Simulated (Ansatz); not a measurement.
A nudged elastic band was laid between two geometries of AlH6N (8 atoms, charge 0, multiplicity 1).

Method: Ansatz, RKS PBE-D4/def2-mTZVP.

| Quantity | Value |
| --- | --- |
| movable images | 7 |
| climbing image | yes |
| spring | 5.0 eV/Å² |
| optimiser | quadratic models (default) |
| start path | through a guess of the saddle point |
| force threshold | 0.05 eV/Å |
| iteration limit | 60 |
| end points | relaxed |

First end point:

```xyz
8
Properties=species:S:1:pos:R:3
Al 0.020 -0.037 0.161
H 0.175 0.806 1.530
H 1.308 -0.133 -0.809
H -1.441 -0.087 -0.526
N 0.070 -1.962 0.958
H -0.067 -2.675 0.234
H 0.967 -2.159 1.414
H -0.664 -2.099 1.661
```

Last end point:

```xyz
8
Properties=species:S:1:pos:R:3
Al 0.106 -0.710 -0.461
H -0.473 0.565 2.717
H 1.406 0.207 -0.585
H -1.349 -0.318 -0.987
N 0.296 -2.305 0.319
H -0.454 -2.981 0.454
H 1.170 -2.672 0.691
H -0.334 -0.133 2.474
```

(1) What changes between the two ends?

(2) What energy profile does the band end with?

(3) What is the geometry of the highest image?

Results:

(1) Bonds broken: Al1–H2, N5–H8. Bonds formed: H2–H8. AlH6N becomes AlH4N + H2.

(2) The forces met the threshold. The highest image is number 4 of 0 to 8, 1.29 eV above the first end and 0.78 eV above the last; the last end lies 0.51 eV above the first. The profile has 2 maxima (images 1, 4) with wells between them (image 2): this band takes more than one step, which may be the mechanism or a detour left from its start path. Neighbouring images differ by up to 1.3 eV, so the band resolves the path poorly. A vibrational analysis at the climbing image gives one clearly imaginary mode, 1171i cm⁻¹: a first-order saddle point. The orbitals stay closed-shell, which can raise the energy where a bond breaks towards radicals; this wasn't checked here.

```csv
image,path coordinate (Å),energy (eV),Al1–H2 (Å),N5–H8 (Å),H2–H8 (Å)
0,0.00,0.00,1.62,1.03,3.03
1,1.39,0.03,1.62,1.02,2.81
2,2.77,0.00,1.61,1.03,3.03
3,4.15,0.03,1.62,1.02,2.71
4,5.53,1.29,1.84,1.45,1.01
5,6.06,0.83,2.19,2.01,0.79
6,6.59,0.58,2.59,2.50,0.76
7,7.13,0.52,2.98,2.93,0.75
8,7.66,0.51,3.47,3.12,0.75
```

(3) 
```xyz
8
Properties=species:S:1:pos:R:3
Al 0.017 -0.358 -0.063
H -0.251 0.075 1.705
H 1.414 0.297 -0.475
H -1.381 -0.120 -0.797
N 0.170 -2.055 0.814
H -0.572 -2.755 0.790
H 1.069 -2.510 0.979
H -0.098 -0.920 1.669
```

Time of the run: 65 s on 1 thread of AMD EPYC 9R45 96-Core Processor (Zen 5) (shared host), peak memory 0.13 GiB.
